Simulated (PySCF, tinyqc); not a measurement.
Worked calculation: RHF in the sto-6g basis, for LiH, spin multiplicity 1. The lowest restricted solution is unstable here: a spin-polarised one lies 0.0669 hartree lower (PySCF). One step of it, computed by the program tinyqc.

Task: Iteration 3: DIIS coefficients. Solve [B -1; -1 0][c; lambda] = [0; -1] for the coefficients, which sum to one.

B (overlaps of the stored error matrices):
```
[[2.7232504e-01, -9.8801882e-02, -1.0574766e-03],
 [-9.8801882e-02, 4.8027275e-02, 1.7715998e-03],
 [-1.0574766e-03, 1.7715998e-03, 2.6950067e-04]]
```

Give: DIIS coefficients.

Result:

DIIS coefficients: [-0.0367, -0.1149, 1.1516]
